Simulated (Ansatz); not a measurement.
# Molecular dynamics, step by step

H$_{4}$OF (SMILES [OH3+].F) (charge +1), closed shell, PBE0-D4/def2-SVP (Ansatz 0.2.0). Settings (timestep in fs, temperature in K, friction in 1/fs; T counts 18 degrees of freedom, while the starting velocities carry no drift of the centre of mass, so T starts below the set value):

```yaml
hamiltonian: {xc: pbe0, dispersion: d4}
md: {n_steps: 40, timestep: 1.0, temperature: 1500, ensemble: nvt_langevin, seed: 662, friction: 0.01, initial_velocities: maxwell_boltzmann}
```

Start (the SMILES describes the start alone):

O1  (-0.057, 0.123, -0.966)
H2  (0.807, 0.339, -1.358)
H3  (-0.032, 0.039, 0.054)
H4  (-0.469, -0.640, -1.407)
F5  (0.069, -0.165, 1.485)
H6  (-0.318, 0.303, 2.193)
(Å)

```
step  time (fs)  potential energy less the start (meV)  kinetic energy (meV)  T (K)
   0       0.00                                    0.0                 969.5   1250
   2       2.00                                  553.0                 542.8    700
   4       4.00                                  473.5                 647.9    835
   6       6.00                                  516.3                 646.5    834
   8       8.00                                  453.1                 715.7    923
  10      10.00                                  650.8                 459.9    593
  12      12.00                                  503.1                 761.2    982
  14      14.00                                  489.7                 778.2   1003
  16      16.00                                  827.3                 573.7    740
  18      18.00                                  774.9                 603.2    778
  20      20.00                                  664.5                 701.7    905
  22      22.00                                  545.2                 908.1   1171
  24      24.00                                  641.2                 736.4    949
  26      26.00                                  695.3                 506.0    652
  28      28.00                                  885.8                 489.3    631
  30      30.00                                  694.8                 688.6    888
  32      32.00                                  632.3                 701.7    905
  34      34.00                                  455.0                 875.1   1128
  36      36.00                                  499.1                 815.0   1051
  38      38.00                                  587.8                 626.4    808
  40      40.00                                  619.6                 611.6    789
```

Step 8, positions (Å) and forces (eV/Å):

| atom | x | y | z | Fx | Fy | Fz |
| --- | --- | --- | --- | --- | --- | --- |
| O1 | -0.073 | 0.175 | -0.995 | 0.421 | 0.608 | 2.325 |
| H2 | 0.675 | 0.213 | -1.637 | 0.079 | 0.304 | 0.829 |
| H3 | 0.004 | 0.167 | 0.192 | 0.652 | -0.345 | -2.052 |
| H4 | -0.556 | -0.613 | -1.214 | -0.921 | -1.074 | -0.431 |
| F5 | 0.067 | -0.191 | 1.533 | 0.302 | -0.050 | -1.559 |
| H6 | -0.470 | 0.404 | 1.985 | -0.533 | 0.557 | 0.889 |

Step 10, positions (Å) and forces (eV/Å):

```csv
atom,x,y,z,Fx,Fy,Fz
O1,-0.074,0.178,-1.008,-3.324,-1.806,4.615
H2,0.646,0.248,-1.600,1.850,-0.094,-1.352
H3,0.100,0.181,0.176,0.040,-0.376,-2.183
H4,-0.679,-0.643,-1.143,1.535,1.744,-0.320
F5,0.067,-0.195,1.542,-1.814,2.454,0.082
H6,-0.538,0.471,1.982,1.714,-1.922,-0.842
```

Step 16, positions (Å) and forces (eV/Å):

```tsv
atom	x	y	z	Fx	Fy	Fz
O1	-0.092	0.147	-1.006	2.849	3.084	-2.796
H2	0.675	0.225	-1.643	-1.590	-0.473	-0.916
H3	0.430	0.124	-0.241	0.471	-0.533	4.359
H4	-0.803	-0.444	-1.087	-1.801	-2.183	-0.479
F5	0.053	-0.189	1.555	1.127	-0.957	-1.196
H6	-0.530	0.379	1.943	-1.056	1.063	1.029
```

Last step (40):

```
6
angstrom
O -0.0520 -0.0955 -1.0283
H 0.7112 -0.2351 -1.7060
H 0.2556 -0.5212 -0.1919
H -1.0393 0.0048 -1.3343
F 0.1224 -0.1678 1.4202
H -0.2832 0.1417 2.1537
```

The run took about 13 s on 2 CPU threads of an Arm Neoverse V2 (shared host).
